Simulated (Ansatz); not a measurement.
Basis-set extrapolation for C4H6O (`C=C/C=C\O`) (PBE0-D4/def2-TZVP geometry, frozen core, Ansatz 0.2.0). Multiplicity 1, RHF reference.

|  | def2-TZVPP | def2-QZVPP |
| --- | --- | --- |
| HF | -229.874887 | -229.885396 |
| MP2 correlation | -0.883068 | -0.943759 |
| CCSD(T) correlation | -0.956288 | -1.010668 |

Energies in hartree. Use E(X) = E(∞) + A·exp(−7.88·√X) for Hartree–Fock and E(X) = E(∞) + B·X^(−2.97) for correlation, with X = 3 and 4.

Q: What is the CCSD(T) energy at the basis-set limit?

A: HF limit: -229.885396 + (-0.010509) × 0.13774 = -229.88684. Correlation limit: -1.010668 + (-0.054380) × 0.74074 = -1.05095. Total: -230.93779 hartree, 2.90 eV below CCSD(T)/def2-TZVPP.
